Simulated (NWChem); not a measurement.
# Basis-set dependence for AlCl₃

SMILES: [Cl][Al]([Cl])[Cl]
```xyz
4

Al     0.0000     0.0000     0.0000
Cl     0.0000     0.0000     2.0937
Cl     1.8132     0.0000    -1.0468
Cl    -1.8132     0.0000    -1.0468
```
Charge 0, spin multiplicity 1.

Program: NWChem. The geometry was optimised at PBE/def2-SVP, a minimum by its harmonic frequencies.

Hartree-Fock energies in Ha, correlation energies in mHa.

The correlated methods keep 20 core orbitals frozen. The Pople sets run with spherical d functions. The structure started from a generated list of species. Coupled-cluster values serve here as a point of comparison, not as the truth.

```csv
basis,functions,RHF,MP2,SCS-MP2,RI-MP2,CCSD,CCSD+T(CCSD),CCSD(T),CR-CCSD[T],CR-CCSD(T)
cc-pVDZ,72,-1620.65222,-452.8,-435.5,-452.9,-488.5,-499.1,-498.8,-496.5,-496.3
6-311G**,104,-1620.66628,-456.0,-441.6,not run,-492.5,-505.8,-505.4,-502.7,-502.4
cc-pVTZ,136,-1620.71898,-624.1,-611.4,-624.1,not run,not run,not run,not run,not run
```

From 6-311G** to cc-pVTZ the Hartree-Fock energy moves by -52.7 mHa and the MP2 correlation energy by -168.1 mHa, which is 27 % of its value in the larger set.
